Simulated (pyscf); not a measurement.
## Four-centre exchange: H₂As–AsH₂ (SMILES [AsH2][AsH2]) + H₂ (SMILES [H][H]) → H₂As–AsH₂ (SMILES [AsH2][AsH2]) + H₂ (SMILES [H][H])

Gas phase, singlet surface, charge 0. Bonds broken: As1–H7, H3–H8. Bonds formed: As1–H3, H7–H8. Optimised with ωB97X-D3(BJ)/def2-SVP in PySCF.

Transition state (Å):

```xyz
8

As    -1.2678     0.5070     0.3812
As     0.6371    -0.2352    -0.8988
H     -0.5738    -0.3685     1.8694
H     -1.3115     1.7417    -0.6018
H      1.0401    -1.3086     0.1007
H      1.5747     0.8018    -0.3015
H     -1.5488    -1.3045     0.7302
H     -0.9305    -1.2863     1.5697
```

One imaginary mode, 2058i cm⁻¹; descent along it reached the two sides named.

```
bond    change  reactant side (Å)  saddle  product side
------  ------  -----------------  ------  ------------
As1–H7  breaks              1.520   1.866           3.2
H3–H8   breaks              0.761   1.029           3.3
As1–H3   forms                3.1   1.861         1.518
H7–H8    forms                3.4   1.043         0.760
```

Electronic energies relative to the separated reactants (kcal/mol):

```csv
level,barrier,reaction energy,reverse barrier
ωB97X-D3(BJ)/def2-TZVP,74.2,0.0,74.2
PBE/def2-TZVP,61.5,0.0,61.5
r²SCAN/def2-TZVP,66.7,0.0,66.7
B3LYP-D3(BJ)/def2-TZVP,69.0,0.0,69.0
PBE0-D3(BJ)/def2-TZVP,67.0,0.0,67.0
M06-2X/def2-TZVP,74.8,0.0,74.8
ωB97M-D3(BJ)/def2-TZVP,72.6,0.0,72.6
HF/def2-TZVP,96.7,0.0,96.7
```

With ωB97M-D3(BJ)/def2-TZVP energies and thermal terms (ideal gas, 1 atm, RRHO with modes under 100 cm⁻¹ raised to 100, one conformer, R ln 2 for chiral ones without a mode under 150 cm⁻¹), in kcal/mol:

| T (K) | ΔH‡ | ΔG‡ | ΔH | ΔG |
|---|---|---|---|---|
| 298 | 71.1 | 79.5 | 0.0 | 0.0 |
| 600 | 70.4 | 88.3 | 0.0 | 0.0 |
| 900 | 70.5 | 97.3 | 0.0 | 0.0 |
| 1200 | 71.0 | 106.1 | 0.0 | 0.0 |

From the product side, AsH₂• + AsH₂• + H₂ lies, by one bond made or cut, 22.8 kcal/mol under this saddle at ωB97M-D3(BJ)/def2-TZVP. The same reactants have a lower exit, to AsH₂• + AsH₂• + H₂ (no saddle counted: cutting one bond costs +49.8 kcal/mol at ωB97M-D3(BJ)/def2-TZVP, against +72.6 kcal/mol here). This is the saddle that the search found; another between the same sides may lie lower. Elements up to Kr have no core potential and no relativistic terms here.
